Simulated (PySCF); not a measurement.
Compound: C4H5F.
Bonds: F1–C2, C2–C3 (double), C3–C4, C4–C5, C3–C5. Hydrogens: H6 on C2; H7, H8 on C4; H9, H10 on C5.

The same species was optimised twice, with GFN2-xTB and with PBE0-D3(BJ)/def2-SVP (PySCF), and the same property calculations (PySCF, gas phase) were run on both structures.

```json
{"coordinate": "F1–C2 (Å)", "GFN2-xTB": "1.354", "PBE0-D3(BJ)/def2-SVP": "1.334", "change": "-0.020"}
{"coordinate": "C4–H7 (Å)", "GFN2-xTB": "1.081", "PBE0-D3(BJ)/def2-SVP": "1.096", "change": "+0.015"}
{"coordinate": "C5–H9 (Å)", "GFN2-xTB": "1.081", "PBE0-D3(BJ)/def2-SVP": "1.096", "change": "+0.015"}
{"coordinate": "C4–H8 (Å)", "GFN2-xTB": "1.081", "PBE0-D3(BJ)/def2-SVP": "1.096", "change": "+0.015"}
{"coordinate": "C5–H10 (Å)", "GFN2-xTB": "1.081", "PBE0-D3(BJ)/def2-SVP": "1.096", "change": "+0.015"}
{"coordinate": "C2–H6 (Å)", "GFN2-xTB": "1.080", "PBE0-D3(BJ)/def2-SVP": "1.094", "change": "+0.014"}
{"coordinate": "C2=C3 (Å)", "GFN2-xTB": "1.305", "PBE0-D3(BJ)/def2-SVP": "1.317", "change": "+0.012"}
{"coordinate": "C4–C5 (Å)", "GFN2-xTB": "1.513", "PBE0-D3(BJ)/def2-SVP": "1.523", "change": "+0.010"}
{"coordinate": "C3–C5 (Å)", "GFN2-xTB": "1.465", "PBE0-D3(BJ)/def2-SVP": "1.460", "change": "-0.005"}
{"coordinate": "C3–C4 (Å)", "GFN2-xTB": "1.464", "PBE0-D3(BJ)/def2-SVP": "1.462", "change": "-0.002"}
{"coordinate": "C3–C2–H6 (°)", "GFN2-xTB": "126.3", "PBE0-D3(BJ)/def2-SVP": "124.4", "change": "-1.9"}
{"coordinate": "F1–C2–H6 (°)", "GFN2-xTB": "111.7", "PBE0-D3(BJ)/def2-SVP": "112.8", "change": "+1.1"}
{"coordinate": "F1–C2–C3 (°)", "GFN2-xTB": "122.0", "PBE0-D3(BJ)/def2-SVP": "122.8", "change": "+0.8"}
{"coordinate": "C5–C4–H7 (°)", "GFN2-xTB": "118.6", "PBE0-D3(BJ)/def2-SVP": "117.9", "change": "-0.7"}
{"coordinate": "C4–C3–C5 (°)", "GFN2-xTB": "62.2", "PBE0-D3(BJ)/def2-SVP": "62.8", "change": "+0.6"}
{"coordinate": "C4–C5–H9 (°)", "GFN2-xTB": "118.7", "PBE0-D3(BJ)/def2-SVP": "118.1", "change": "-0.6"}
{"coordinate": "C5–C4–H8 (°)", "GFN2-xTB": "118.6", "PBE0-D3(BJ)/def2-SVP": "118.0", "change": "-0.6"}
{"coordinate": "H9–C5–H10 (°)", "GFN2-xTB": "113.6", "PBE0-D3(BJ)/def2-SVP": "114.2", "change": "+0.6"}
```

Rotational constants: A = 15983, B = 3176, C = 2744 MHz (GFN2-xTB) against A = 15944, B = 3164, C = 2738 MHz (PBE0-D3(BJ)/def2-SVP). Point groups within 0.08 Å: Cs and Cs.

On the GFN2-xTB structure: lowest singlet, TDDFT (eV) 7.27 [wB97X-D/def2-SVPD]; lowest triplet, Tamm–Dancoff (eV) 4.57 [wB97X-D/def2-SVPD]; isotropic polarisability (au) 48.2 [wB97X-D/def2-SVPD]; HOMO (eV) -9.23 [wB97X-D/def2-SVPD]; LUMO (eV) 2.07 [wB97X-D/def2-SVPD]; dipole (D) 1.98 [wB97X-D/def2-SVPD]; F1s of F1 (eV) 692.53 [delta-SCF UKS SCAN, pcX-2 on the ionised atom, pcseg-1 elsewhere, spin-free X2C]; C1s of C2 (eV) 292.57 [delta-SCF UKS SCAN, pcX-2 on the ionised atom, pcseg-1 elsewhere, spin-free X2C]; C1s of C3 (eV) 290.64 [delta-SCF UKS SCAN, pcX-2 on the ionised atom, pcseg-1 elsewhere, spin-free X2C]; C1s of C4 (eV) 291.16 [delta-SCF UKS SCAN, pcX-2 on the ionised atom, pcseg-1 elsewhere, spin-free X2C]; C1s of C5 (eV) 291.11 [delta-SCF UKS SCAN, pcX-2 on the ionised atom, pcseg-1 elsewhere, spin-free X2C].

Q: What do these properties become on the PBE0-D3(BJ)/def2-SVP structure?

A: 
```csv
property,level,on GFN2-xTB,on PBE0-D3(BJ)/def2-SVP,change
"lowest singlet, TDDFT (eV)",wB97X-D/def2-SVPD,7.27,7.19,-0.08
"lowest triplet, Tamm–Dancoff (eV)",wB97X-D/def2-SVPD,4.57,4.43,-0.14
isotropic polarisability (au),wB97X-D/def2-SVPD,48.2,49.0,+0.8
HOMO (eV),wB97X-D/def2-SVPD,-9.23,-9.13,+0.10
LUMO (eV),wB97X-D/def2-SVPD,2.07,2.01,-0.06
dipole (D),wB97X-D/def2-SVPD,1.98,1.81,-0.17
"energy, GFN2-xTB geometry as zero (kcal/mol)",wB97X-D/def2-SVPD,0.0,-0.4,-0.4
F1s of F1 (eV),"delta-SCF UKS SCAN, pcX-2 on the ionised atom, pcseg-1 elsewhere, spin-free X2C",692.53,692.76,+0.23
C1s of C2 (eV),"delta-SCF UKS SCAN, pcX-2 on the ionised atom, pcseg-1 elsewhere, spin-free X2C",292.57,292.61,+0.04
C1s of C3 (eV),"delta-SCF UKS SCAN, pcX-2 on the ionised atom, pcseg-1 elsewhere, spin-free X2C",290.64,290.63,-0.01
C1s of C4 (eV),"delta-SCF UKS SCAN, pcX-2 on the ionised atom, pcseg-1 elsewhere, spin-free X2C",291.16,291.16,0.00
C1s of C5 (eV),"delta-SCF UKS SCAN, pcX-2 on the ionised atom, pcseg-1 elsewhere, spin-free X2C",291.11,291.10,-0.01
```

The heavy atoms differ by 0.010 Å rms after alignment. Among all bonds F1–C2 changes most (-0.020 Å). Changes are differences of the printed values. Neither structure is proved a minimum here.

The pairwise dispersion term of wB97X-D wasn't added to the energies; at a given geometry it leaves orbitals and properties as they are.
